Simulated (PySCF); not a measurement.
## Core-level binding energies of cyclopropane

Compound: cyclopropane, C3H6.
Structure used (PBE0-D3(BJ)/def2-SVP), in Å, numbered top down from 1:
```
atom  x, y, z in Å
C1     0.847    0.167    0.061
C2    -0.271   -0.800   -0.191
C3    -0.577    0.633    0.129
H4     1.407    0.077    0.996
H5     1.455    0.487   -0.790
H6    -0.433   -1.146   -1.215
H7    -0.482   -1.556    0.571
H8    -0.998    0.864    1.112
H9    -0.949    1.273   -0.674
```

The calculation used PySCF, delta-SCF UKS SCAN, pcX-2 on the ionised atom, pcseg-1 elsewhere, spin-free X2C. Each binding energy is the total energy of the core-ionised species, with the hole localised on one atom, minus that of the ground state; both are solved self-consistently, so orbital relaxation is included.

**Question.** List the computed XPS lines with their assignment.

**Answer.** 
```
 atom(s)    bonded to  level  binding energy (eV)  count
C1/C2/C3  2 C and 2 H   C 1s               290.68      3
```

**Question.** Which photon energy gives electrons from C 1s of C1/C2/C3 a kinetic energy of 150 eV, and what is their de Broglie wavelength?

**Answer.** hν = 290.68 + 150 = 440.68 eV, recoil neglected; λ = 12.264 Å/√(E/eV) = 1.00 Å.

**Question.** Express the binding energy of C 1s of C1/C2/C3 in atomic units and per mole.

**Answer.** 290.68 eV = 10.6823 Eh = 28046 kJ/mol.

The first atom of each set that the bonding makes equivalent was ionised and stands for the set. Geometry: PBE0-D3(BJ)/def2-SVP; no solvent, vibrations or thermal averaging.

Hardware: an AMD EPYC 9R45 with one thread, shared host. Cost: 2.6 s of wall time, 0.49 GiB resident at most.
